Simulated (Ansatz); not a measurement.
Relaxation of AlFH$_{4}$ (6 atoms, charge 0, multiplicity 1), to a largest force component of 0.03 eV/Å in at most 50 steps.

These are results of RKS r2SCAN-D4/def2-SVP (Ansatz), not measurements.

```xyz
6
Properties=species:S:1:pos:R:3
Al -0.002 0.242 -0.085
H 0.014 0.199 1.488
H 1.390 0.347 -0.845
H -1.406 0.278 -0.829
F 0.060 -2.332 1.201
H 0.071 -1.632 1.812
```

**Question.** Where does it end, and by what steps?

**Answer.** The forces met the threshold. After 19 steps the energy has fallen by 1.664 eV; H6 moved furthest, 1.06 Å. Parted: Al1–H2 (1.57 → 2.27 Å), F5–H6 (0.93 → 2.40 Å). Joined: Al1–F5 (2.88 → 1.68 Å), H2–H6 (1.86 → 0.76 Å).

| step | energy less start (eV) | largest force component (eV/Å) | accepted |
| --- | --- | --- | --- |
| 0 | 0.0000 | 0.433 | yes |
| 1 | -0.1246 | 0.526 | yes |
| 2 | -0.2692 | 1.192 | yes |
| 3 | -0.3649 | 0.424 | yes |
| 4 | -0.3754 | 0.122 | yes |
| 5 | -0.3789 | 0.101 | yes |
| 6 | -0.3825 | 0.178 | yes |
| 7 | -0.3969 | 0.434 | yes |
| 8 | -0.4015 | 0.579 | yes |
| 9 | -0.4661 | 0.715 | yes |
| 10 | -0.6818 | 0.939 | yes |
| 11 | -1.1173 | 2.237 | yes |
| 12 | -1.5110 | 1.145 | yes |
| 13 | -1.5371 | 2.171 | yes |
| 14 | -1.2273 | 3.268 | no |
| 15 | -1.6465 | 0.749 | yes |
| 16 | -1.6624 | 0.047 | yes |
| 17 | -1.6627 | 0.097 | yes |
| 18 | -1.6632 | 0.125 | yes |
| 19 | -1.6643 | 0.011 | yes |

```xyz
6
Properties=species:S:1:pos:R:3
Al 0.016 -0.553 -0.251
H 0.017 0.173 1.899
H 1.401 0.152 -0.536
H -1.403 0.092 -0.509
F 0.057 -2.176 0.168
H 0.040 -0.586 1.970
```

Whether the end is a true minimum wasn't checked by a vibrational analysis.

Run time: 39 s on 1 thread of Arm Neoverse V1, with other jobs on the host, peak memory 0.12 GiB.
